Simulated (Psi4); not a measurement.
Process, species as SMILES: N#P (N-P) + 3 [H][H] (H2) → N (NH3) + P (PH3)
B3LYP-D3(BJ)/def2-TZVP geometries, fixed; electronic energies without zero-point terms.

Basis-set convergence of the energy of full hydrogenation at PBE0 with Psi4. Cartesian d functions, on some or all atoms, in 6-31G*, 6-31+G*; all else is spherical. Density fitting with the program's default auxiliary sets. Psi4's default fitting sets serve the pcseg sets less well. No added dispersion term, no relativity. Functions are those of the species that has most. Reference: the value in aug-cc-pV(Q+d)Z, -80.62 kcal/mol, itself unsure by roughly 0.17 kcal/mol (its mean distance from cc-pV(5+d)Z, def2-QZVPPD, def2-QZVPP). Deviations are taken from unrounded values.

```csv
basis,functions,energy of full hydrogenation (kcal/mol)
def2-SVP,33,-83.92
def2-SVPD,48,-90.51
pcseg-1,33,-79.86
aug-pcseg-1,54,-82.84
6-31G*,34,-75.34
6-31+G*,42,-78.12
cc-pV(D+d)Z,38,-80.92
aug-cc-pV(D+d)Z,59,-85.78
6-311G**,44,-80.40
6-311+G**,52,-81.70
def2-TZVP,68,-79.08
def2-TZVPD,80,-79.87
pcseg-2,76,-81.36
aug-pcseg-2,119,-81.29
cc-pV(T+d)Z,81,-79.54
aug-cc-pV(T+d)Z,124,-81.06
def2-TZVPP,84,-80.68
def2-TZVPPD,99,-81.18
cc-pV(Q+d)Z,154,-79.93
aug-cc-pV(Q+d)Z,227,-80.62
def2-QZVPP,160,-80.41
def2-QZVPPD,175,-80.53
pcseg-3,163,-80.67
aug-pcseg-3,236,-80.55
```

What the diffuse functions change, pair by pair:
- def2-SVP to def2-SVPD: 15 more functions, deviation -3.30 to -9.88 kcal/mol
- pcseg-1 to aug-pcseg-1: 21 more functions, deviation 0.76 to -2.21 kcal/mol
- 6-31G* to 6-31+G*: 8 more functions, deviation 5.28 to 2.50 kcal/mol
- cc-pV(D+d)Z to aug-cc-pV(D+d)Z: 21 more functions, deviation -0.29 to -5.16 kcal/mol
- 6-311G** to 6-311+G**: 8 more functions, deviation 0.23 to -1.08 kcal/mol
- def2-TZVP to def2-TZVPD: 12 more functions, deviation 1.54 to 0.75 kcal/mol
- pcseg-2 to aug-pcseg-2: 43 more functions, deviation -0.74 to -0.66 kcal/mol
- cc-pV(T+d)Z to aug-cc-pV(T+d)Z: 43 more functions, deviation 1.08 to -0.44 kcal/mol
- def2-TZVPP to def2-TZVPPD: 15 more functions, deviation -0.06 to -0.56 kcal/mol
- cc-pV(Q+d)Z to aug-cc-pV(Q+d)Z: 73 more functions, deviation 0.70 to 0.00 kcal/mol
- def2-QZVPP to def2-QZVPPD: 15 more functions, deviation 0.21 to 0.09 kcal/mol
- pcseg-3 to aug-pcseg-3: 73 more functions, deviation -0.04 to 0.08 kcal/mol

Leaving out the reference's own pair, they bring the value nearer the reference by more than 0.17 kcal/mol in 3 of 11 pairs.
